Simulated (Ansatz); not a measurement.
System: SiH$_{2}$, charge -1, doublet. SiH2- (parent SMILES [SiH2], doublet).
B3LYP-D3(BJ)/def2-TZVP minimum from Ansatz (an electronic-structure program):
```xyz
3

Si     0.1348    -0.0018     0.0000
H     -0.9588    -1.1035     0.0104
H     -0.9286     1.1291    -0.0104
```
Charge -1, spin multiplicity 2.

Total energies in aug-cc-pV(D+d)Z, 7 correlated electrons, 5 frozen orbitals. UHF or UKS for unpaired electrons; spin-orbit terms are left out. Correlated methods leave the cores frozen. No relativity. The spin of H2Si- (parent SMILES [SiH2], doublet) was assumed, and the state is the lowest solution found for it.

```tsv
method	program	energy (Eh)	minus CCSDTQ (mEh)
HF	Ansatz	-290.04415	140.09
MP2	Ansatz	-290.15088	33.35
CCSD	Ansatz	-290.17876	5.47
CCSD(T)	Ansatz	-290.18303	1.21
CCSDT(Q)	Ansatz	-290.18420	0.03
CCSDTQ	Ansatz	-290.18423	0.00
```

Rough core times of Ansatz's runs on a shared machine: CCSD(T) under 20 s, CCSDT(Q) 60 s, CCSDTQ 10 min.
